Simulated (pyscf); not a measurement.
Single points on ωB97X-D3(BJ)/def2-SVP structures (PySCF, gas phase).

For F–SiH₃ (SMILES F[SiH3]) + H₂O (SMILES O) → HO–SiH₂–F (SMILES O[SiH2]F) + H₂ (SMILES [H][H]), a four-centre exchange (singlet surface; H–Si, H–O broken, O–Si, H–H formed), PBE/def2-TZVP gives ΔE‡ = 23.8 kcal/mol and ΔE = -21.8 kcal/mol (zero: the separated reactants). In which direction and how far do r²SCAN/def2-TZVP, B3LYP-D3(BJ)/def2-TZVP, ωB97M-D3(BJ)/def2-TZVP move these?

r²SCAN: ΔE‡ = 24.7 kcal/mol, ΔE = -24.4 kcal/mol; B3LYP-D3(BJ): ΔE‡ = 29.0 kcal/mol, ΔE = -23.1 kcal/mol; ωB97M-D3(BJ): ΔE‡ = 28.2 kcal/mol, ΔE = -22.9 kcal/mol. PBE's barrier lies under all of them, by 0.9 to 5.2 kcal/mol. Its reaction energy lies over all of them, by 1.2 to 2.7 kcal/mol. This is the saddle that the search found; another between the same sides may lie lower.
